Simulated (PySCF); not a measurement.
C7H5N.
SMILES with atom numbers: `[N:1]#[C:2][c:3]1[cH:4][cH:5][cH:6][cH:7][cH:8]1` (hydrogens: H9 on C4; H10 on C5; H11 on C6; H12 on C7; H13 on C8)

Geometry (PBE0-D3(BJ)/def2-TZVP, Å), atoms numbered from 1 in this order:
```xyz
13
C7H5N angstrom
N      3.564    0.698    0.033
C      2.434    0.477    0.022
C      1.034    0.202    0.009
C      0.118    1.251    0.103
C     -1.238    0.977    0.090
C     -1.684   -0.333   -0.017
C     -0.773   -1.375   -0.111
C      0.586   -1.114   -0.098
H      0.479    2.268    0.186
H     -1.950    1.790    0.164
H     -2.747   -0.542   -0.026
H     -1.123   -2.397   -0.194
H      1.306   -1.919   -0.171
```

Level: wB97X-D/pcSseg-2 in PySCF, non-relativistic, on one gas-phase PBE0-D3(BJ)/def2-TZVP geometry that isn't relaxed in the solvent. The solvent is an IEF-PCM continuum (van der Waals radii × 1.2). Specific hydrogen bonds and non-electrostatic terms are outside this model.

Gas phase at wB97X-D/pcSseg-2: HOMO -9.57 eV, LUMO 0.09 eV, dipole 4.71 D.

What does the continuum do to the energy, the frontier levels and the dipole at wB97X-D/pcSseg-2 in chloroform?

```json
{"solvent": "chloroform", "ε": "4.711", "E(solvent) − E(gas) (kcal/mol)": "-4.86", "polarisation term (kcal/mol)": "-5.64", "distortion of the solute (kcal/mol)": "0.78", "HOMO (eV)": "-9.48", "LUMO (eV)": "0.18", "dipole (D)": "5.80"}
```

The first energy column is the sum of the next two and covers electrostatics alone.

Which radius a makes the point-dipole formula ΔE = −[(ε − 1)/(2ε + 1)]·μ²/a³ give the value in chloroform, with the gas-phase dipole?

μ = 1.852 au and |ΔE| = 0.00774 Eh give a = 2.86 Å; the farthest nucleus lies 3.63 Å from the centroid of the nuclei, so such a sphere wouldn't even hold the nuclei. The formula assumes a rigid point dipole at the centre of a sphere.

Give the dipole vector in the frame of the coordinates (D, pointing from negative to positive charge), gas and chloroform.

Gas (-4.62, -0.91, -0.04), solvent (-5.69, -1.11, -0.05). Its length changes by +23 % and its direction by less than 1°.

Note: wB97X-D ran without an empirical dispersion term, which enters the total energy and its gradient alone.
